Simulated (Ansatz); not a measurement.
# BPH+ (triplet): the correlation ladder, def2-QZVPP

The task here is to estimate one member of a computed series from the others.

The runs use Ansatz 0.2.0, Gaussian basis; def2-QZVPP, core rule «outside noble gas», up to 6 orbitals frozen.

To be run: UHF; ROHF; CCSD(T) on UHF.

2 further runs of the same task are left out: 2 set aside as unsound or not needed.

## The geometry

The geometry is a PBE0/def2-TZVP stationary point (not a proven minimum) of the parent state, kept for this charge and spin.

3 atoms, charge 1, spin multiplicity 3.

Atoms are counted from 1 here; the program's logs count them from 0.

Bond lengths: B1–P2 1.702 Å, P2–H3 1.528 Å. Angles: B1–P2–H3 53.1°.

Set-up of the first run:

File in.yaml:

```yaml
crystal:
  periodic: [false, false, false]
  atoms:
    - {symbol: B, position_ang: [0.000000, -0.102293, 1.246822]}
    - {symbol: P, position_ang: [0.000000, -0.002182, -0.452581]}
    - {symbol: H, position_ang: [0.000000, 1.164234, 0.534513]}
basis:
  gaussian: {orbitals: "def2-QZVPP.json"}
total_charge: 1
magnetization: {spin_polarized: true, initial_magnetization: 2}
hamiltonian: {xc: hf}
output: {orbitals: {seedname: orbitals}}
```

Command:

```
$ ansatz run in.yaml --threads 1 --pin off --events-out ev --progress --plain --max-ram 2393MiB
```

Among the steps run: UHF; ROHF; CCSD(T) on UHF.

One table of the session follows, with a row left open; its other results are not shown here.

It belongs to the step «Misses and costs». 

```
  method  from UCCSD(T) (meV)
    ROHF              +6114.9
     UHF              +5994.2
    UMP2              +1012.7
   UCCSD                    ?
UCCSD(T)                    0
```

Estimate the missing values for UCCSD.

As computed: from UCCSD(T) (meV): +309.9. In the column «from UCCSD(T) (meV)» it lies between UCCSD(T) (0) and UMP2 (+1012.7).
